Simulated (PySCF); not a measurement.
Species: C₄H₅ (charge -1).
Bonds: C1–C2 (triple), C2–C3, C3–C4. Hydrogens: H5, H6 on C3; H7, H8, H9 on C4.
Bond orders are those of one Lewis drawing.

Method: PBE0-D3(BJ)/def2-SVP geometry optimisation, gas phase in PySCF 2.14.0; density fitting, grid level 1; the optimiser is geomeTRIC in internal coordinates, started from a GFN2-xTB structure with every atom displaced at random (about 0.03 Å).

Step 0: E = -4217.8406 eV
```
atom  x, y, z in Å  |  force x, y, z in eV/Å
C1      2.6973   -0.7148   -0.2695   -4.635   2.403   0.413
C2      1.5288   -0.0989   -0.1638    3.669  -1.508  -0.423
C3      0.1699    0.5895   -0.0294    5.085   1.008  -0.063
C4     -0.8401   -0.3909    0.0578   -5.128  -1.865   1.221
H5      0.2004    1.1972    0.8865   -0.158   0.302   0.210
H6      0.0258    1.3049   -0.8573   -0.221   0.005  -0.164
H7     -0.9293   -1.0260   -0.8275    0.262  -0.322  -0.133
H8     -1.8667    0.1230    0.1393    0.658  -0.488  -0.112
H9     -0.8263   -1.0413    0.9880    0.468   0.465  -0.950
```

Step 1: E = -4218.4316 eV
```
atom  x, y, z in Å  |  force x, y, z in eV/Å
C1      2.6533   -0.6514   -0.2761    1.143  -0.599  -0.128
C2      1.5632   -0.0796   -0.1615   -1.631   0.723   0.168
C3      0.2390    0.5765   -0.0131    1.300  -0.014  -0.122
C4     -0.9130   -0.3950    0.0644   -1.192  -0.107   0.143
H5      0.2630    1.2175    0.8927   -0.261   0.020   0.026
H6      0.0808    1.2789   -0.8557   -0.183   0.047  -0.038
H7     -0.9613   -1.0574   -0.8141    0.205  -0.006  -0.027
H8     -1.9205    0.0929    0.1349    0.403   0.047  -0.050
H9     -0.8446   -1.0397    0.9526    0.215  -0.111   0.028
```

Question: Estimate the geometry and energy of step 2. (The exact step hangs on the optimiser's Hessian estimate; all steps are aligned on step 1, rigid shifts and turns removed.)

Answer: E = -4218.4764 eV, largest force 0.294 eV/Å
```
atom  x, y, z in Å  |  force x, y, z in eV/Å
C1      2.6527   -0.6675   -0.2774   -0.116   0.055   0.003
C2      1.5531   -0.0803   -0.1600    0.098  -0.094   0.011
C3      0.2512    0.5761   -0.0138    0.264   0.074  -0.037
C4     -0.9235   -0.3925    0.0686   -0.238  -0.173  -0.006
H5      0.2358    1.2181    0.8933   -0.077   0.046   0.005
H6      0.0648    1.2751   -0.8574   -0.061   0.038  -0.006
H7     -0.9423   -1.0521   -0.8145    0.040   0.014   0.002
H8     -1.9077    0.1110    0.1360    0.033   0.090  -0.001
H9     -0.8241   -1.0453    0.9492    0.058  -0.051   0.030
```

The energy changes by -0.0448 eV. The first-order estimate −F·Δx gives -0.0789 eV and the mean of the old and new forces, exact on a quadratic surface, -0.0448 eV. The step makes an angle of 60° with the force vector and moves no atom by more than 0.027 Å.

The cost below is that of the whole optimisation. Hardware: one thread of an Intel Xeon Platinum 8259CL at 2.50 GHz (shared host). Cost: 13 s, 0.33 GiB resident at most.
